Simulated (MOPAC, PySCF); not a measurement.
Complex: H2O (SMILES O) (first 3 atoms) with CH4O (SMILES CO); geometry from S66by8 set.
(charge 0, multiplicity 1):
```csv
atom,x (Å),y (Å),z (Å)
O,-1.8857,0.0787,0.1347
H,-2.3024,0.8776,0.4604
H,-0.9567,0.1895,0.3756
O,0.8044,0.1763,0.5095
H,1.1723,-0.3957,1.1870
C,1.2694,-0.2953,-0.7527
H,0.8386,0.3558,-1.5058
H,2.3553,-0.2445,-0.8270
H,0.9410,-1.3152,-0.9517
```

Counterpoise-corrected where a basis set is named; no monomer relaxation. Rows marked so take none.

Rows in 3-21G carry no dispersion term and start afresh at each structure. The state reached by AM1, PM7 isn't checked; PM7 holds dispersion and hydrogen-bond terms.

Programs: MOPAC for AM1, PM7 (differences of heats of formation); PySCF for 3-21G rows. Each number belongs to the level named beside it.

### Question
One of these levels gives -525.2 meV for the interaction energy. Which one is it?
(A) B3LYP/3-21G (no counterpoise)
(B) HF/3-21G (no counterpoise)
(C) PM7
(D) AM1

### Answer
A, B3LYP/3-21G (no counterpoise). The others give 15.0 (AM1), -273.7 (PM7), -430.6 (HF/3-21G (no counterpoise))
